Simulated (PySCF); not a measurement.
BeH, multiplicity 2. Atoms are numbered in the order given.

```xyz
2

Be     0.0000     0.0000    -0.2707
H      0.0000     0.0000     1.0828
```
Charge 0, spin multiplicity 2.

Geometry: PBE0-D3(BJ)/def2-TZVPD. The spin state was assumed, not searched.

Computed with PySCF with ωB97X/def2-TZVPD.

Mulliken values depend strongly on the basis, most of all with diffuse functions as here. Atomic charges (e):

| atom | meta-Löwdin | Mulliken | Mulliken spin |
|---|---|---|---|
| Be1 | (withheld) | -0.17 | 0.87 |
| H2 | (withheld) | 0.17 | 0.13 |

Q: Complete the blanks. (Estimate from the structure and the level; the computed values follow.)

A: 
- Be1, meta-Löwdin: 0.58
- H2, meta-Löwdin: -0.58
